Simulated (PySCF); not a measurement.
Formaldoxime, CH3NO.
Bonds: C1–N2 (double), N2–O3. Hydrogens: H4, H5 on C1; H6 on O3.

All values: PBE0/pcSseg-1 and wB97X-D/def2-SVPD (PySCF, non-relativistic), on one gas-phase PBE0-D3(BJ)/def2-SVP geometry that isn't relaxed in the solvent. The solvent is an IEF-PCM continuum (van der Waals radii × 1.2). The model holds no explicit solvent molecules, cavitation or dispersion.

Gas phase at PBE0/pcSseg-1: HOMO -7.72 eV, LUMO -0.11 eV, dipole 0.12 D.

Question: What does the continuum do to the energy, the frontier levels and the dipole at PBE0/pcSseg-1 in cyclohexane and chloroform?

Answer: 
```tsv
solvent	ε	E(solvent) − E(gas) (kcal/mol)	polarisation term (kcal/mol)	distortion of the solute (kcal/mol)	HOMO (eV)	LUMO (eV)	dipole (D)
cyclohexane	2.017	-2.09	-2.17	0.08	-7.72	-0.12	0.19
chloroform	4.711	-3.76	-4.01	0.25	-7.74	-0.14	0.25
```

Polarisation term: ½ Σ q·V over the induced surface charges. Distortion: the rise of the solute's own energy as its density leaves the gas-phase optimum. From cyclohexane to chloroform the lowering changes by a factor 1.79, Onsager's factor (ε − 1)/(2ε + 1) by 1.76 and ε itself by 2.3.

Question: Which ESP-fitted charges (PBE0/pcSseg-1) respond most in chloroform (means over atoms taken as equivalent)?

Answer: 
```json
{"atoms": "N2", "environment": "oxime nitrogen", "gas (e)": "-0.319", "solvent (e)": "-0.361", "change": "-0.042"}
{"atoms": "C1", "environment": "C=N carbon", "gas (e)": "+0.078", "solvent (e)": "+0.110", "change": "+0.032"}
{"atoms": "H6", "environment": "hydroxyl hydrogen", "gas (e)": "+0.411", "solvent (e)": "+0.438", "change": "+0.027"}
{"atoms": "O3", "environment": "hydroxyl oxygen", "gas (e)": "-0.361", "solvent (e)": "-0.385", "change": "-0.024"}
{"atoms": "H5", "environment": "hydrogen on a C=N carbon", "gas (e)": "+0.102", "solvent (e)": "+0.108", "change": "+0.006"}
{"atoms": "H4", "environment": "hydrogen on a C=N carbon", "gas (e)": "+0.087", "solvent (e)": "+0.089", "change": "+0.002"}
```

Gas phase at wB97X-D/def2-SVPD: HOMO -9.78 eV, LUMO 1.56 eV, dipole 0.27 D.

Question: What does the continuum do to the energy, the frontier levels and the dipole at wB97X-D/def2-SVPD in cyclohexane and chloroform?

Answer: 
| solvent | ε | E(solvent) − E(gas) (kcal/mol) | polarisation term (kcal/mol) | distortion of the solute (kcal/mol) | HOMO (eV) | LUMO (eV) | dipole (D) |
| --- | --- | --- | --- | --- | --- | --- | --- |
| cyclohexane | 2.017 | -2.15 | -2.23 | 0.08 | -9.78 | 1.57 | 0.35 |
| chloroform | 4.711 | -3.88 | -4.18 | 0.30 | -9.80 | 1.57 | 0.42 |

Question: How does the static polarisability (wB97X-D/def2-SVPD, frozen core, with the continuum's full static response) change?

Answer: 
| medium | isotropic (au) | principal values (au) | ⟨r²⟩ of the electrons (bohr²) |
| --- | --- | --- | --- |
| gas | 27.8 | 19.5, 24.8, 39.2 | 144.2 |
| cyclohexane | 30.7 | 21.2, 27.3, 43.5 | 144.0 |
| chloroform | 33.2 | 22.8, 29.7, 47.1 | 143.8 |

The isotropic value in chloroform is 1.19 times the gas-phase one; no cavity-field correction is applied. ⟨r²⟩ is taken about the centre of nuclear charge.

Time: 2.8 s of wall time. Hardware: an Arm Neoverse V1 with one thread, no GPU, shared host. This is the whole shielding run at PBE0/pcSseg-1 in chloroform, SCF included.

Conformer computed: `[CH2:1]=[N:2][OH:3]`: H–O3–N2–C1 180°.

Note: wB97X-D ran without an empirical dispersion term, which enters the total energy and its gradient alone.
